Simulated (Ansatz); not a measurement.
Mulliken charges of Al₂H₅N, SMILES `[NH2][AlH][AlH2]` from PBE/def2-TZVPP in Ansatz (PBE0-D4/def2-TZVP geometry).

```json
{"atom": "N1", "x (Å)": "-1.287", "y (Å)": "0.844", "z (Å)": "-0.929", "charge (e)": "-0.387"}
{"atom": "Al2", "x (Å)": "0.195", "y (Å)": "0.876", "z (Å)": "0.044", "charge (e)": "0.229"}
{"atom": "Al3", "x (Å)": "1.120", "y (Å)": "-1.417", "z (Å)": "0.834", "charge (e)": "0.223"}
{"atom": "H4", "x (Å)": "-1.780", "y (Å)": "0.007", "z (Å)": "-1.196", "charge (e)": "0.150"}
{"atom": "H5", "x (Å)": "-1.757", "y (Å)": "1.656", "z (Å)": "-1.298", "charge (e)": "0.142"}
{"atom": "H6", "x (Å)": "0.785", "y (Å)": "2.330", "z (Å)": "0.323", "charge (e)": "-0.126"}
{"atom": "H7", "x (Å)": "2.377", "y (Å)": "-1.569", "z (Å)": "1.805", "charge (e)": "-0.114"}
{"atom": "H8", "x (Å)": "0.440", "y (Å)": "-2.784", "z (Å)": "0.362", "charge (e)": "-0.117"}
```

Question: By hand: the dipole of these point charges (1 e Å = 4.8032 D).

Answer: Σ q r = (-0.145, 0.005, -0.097) e Å, of length 0.175 e Å = 0.84 D.

Question: How does the dipole of the full density compare? (An estimate is asked.)

Answer: Ansatz gave: (-0.261, 0.055, -0.178) e Å, 1.54 D; the point charges give 0.55 times that, at 8° from its direction.

Point charges leave out the atoms' own dipoles, such as those of lone pairs, and Mulliken's split depends on the basis, so the two needn't agree.
